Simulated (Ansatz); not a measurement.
A nudged elastic band was laid between two geometries of BH3S + CH4 (10 atoms, charge 0, multiplicity 1).

Level of theory: RKS B3LYP/def2-mTZVP (Ansatz 0.2.0).

```yaml
movable_images: 5
climbing_image: yes
spring: 5.0 eV/Å²
optimiser: quadratic models (default)
start_path: through a guess of the saddle point
force_threshold: 0.05 eV/Å
iteration_limit: 60
end_points: relaxed
```

First end point:

```xyz
10
Properties=species:S:1:pos:R:3
B -1.397 -0.040 -2.774
S -1.529 1.731 -2.692
H -0.407 -0.570 -3.150
H -2.357 -0.646 -2.434
H 0.697 0.413 2.544
C 1.197 -0.509 2.838
H -0.295 2.070 -3.138
H 0.733 -1.352 2.328
H 1.108 -0.643 3.915
H 2.250 -0.455 2.565
```

Last end point:

```xyz
10
Properties=species:S:1:pos:R:3
B -0.393 -0.605 -0.503
S -0.644 1.473 -1.003
H 0.085 -0.956 -1.549
H -1.558 -0.876 -0.384
H -0.934 2.010 0.207
C 0.525 -0.694 0.797
H 0.637 1.913 -0.964
H 0.661 -1.753 1.047
H 0.090 -0.228 1.688
H 1.533 -0.284 0.665
```

**Question.** What changes between the two ends?

**Answer.** Bonds broken: H5–C6. Bonds formed: B1–C6, S2–H5. BH3S + CH4 becomes CH7BS.

**Question.** What energy profile does the band end with?

**Answer.** The forces met the threshold. The highest image is number 5 of 0 to 6, 2.00 eV above the first end and 1.11 eV above the last; the last end lies 0.89 eV above the first. Neighbouring images differ by up to 1.7 eV, so the band resolves the path poorly. A vibrational analysis at the climbing image gives one clearly imaginary mode, 1071i cm⁻¹: a first-order saddle point. The orbitals stay closed-shell, which can raise the energy where a bond breaks towards radicals; this wasn't checked here.

```
image  path coordinate (Å)  energy (eV)  H5–C6 (Å)  B1–C6 (Å)  S2–H5 (Å)
    0                 0.00         0.00       1.09       6.20       5.84
    1                 1.36         0.00       1.09       5.38       4.79
    2                 2.72         0.00       1.09       4.50       3.99
    3                 4.08         0.02       1.09       3.62       3.42
    4                 5.44         0.28       1.09       2.80       2.59
    5                 6.80         2.00       1.47       1.75       1.65
    6                 8.62         0.89       3.13       1.59       1.36
```

**Question.** What is the geometry of the highest image?

**Answer.** 
```xyz
10
Properties=species:S:1:pos:R:3:forces:R:3
B -0.425 -0.406 -0.580 0.00 0.03 -0.02
S -0.907 1.606 -0.924 0.01 -0.03 0.03
H 0.300 -0.747 -1.454 0.00 0.00 0.00
H -1.485 -0.910 -0.405 0.00 0.00 0.00
H -0.130 0.690 0.204 -0.02 0.01 -0.01
C 0.449 -0.451 0.930 0.01 0.00 0.01
H 0.271 1.961 -1.490 0.01 0.00 -0.01
H 0.571 -1.536 0.919 0.00 0.00 0.00
H -0.090 -0.195 1.843 0.00 0.00 0.00
H 1.446 -0.011 0.957 0.00 0.00 -0.01
```

Run time: 3.5 min on 2 threads of Arm Neoverse V1 (shared host), peak memory 0.18 GiB.
